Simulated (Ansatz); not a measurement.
System: CF4, charge 0, singlet. CF4 (tetrafluoromethane, SMILES FC(F)(F)F).
B3LYP-D3(BJ)/def2-TZVP minimum from Ansatz (a quantum-chemistry and plane-wave program):
```
C
F 1 1.3260
F 1 1.3260 2 109.47
F 1 1.3260 2 109.47 3 120.00
F 1 1.3260 2 109.47 4 120.00
```

Total energies in cc-pVDZ, 32 correlated electrons, 5 frozen orbitals. Radicals and triplets start from unrestricted determinants; spin-orbit coupling is neglected. Cores are frozen in correlated methods. No relativity.

| method | program | energy (Eh) | minus CCSDT(Q) (mEh) |
|---|---|---|---|
| HF | Ansatz | -435.66355 | 899.20 |
| MP2 | Ansatz | -436.53473 | 28.01 |
| CCSD | Ansatz | -436.54357 | 19.18 |
| CCSD(T) | Ansatz | -436.56041 | 2.34 |
| CCSDT(Q) | Ansatz | -436.56275 | 0.00 |

Rough core times of Ansatz's runs on a shared machine: CCSD(T) under 20 s, CCSDT(Q) 3 min.
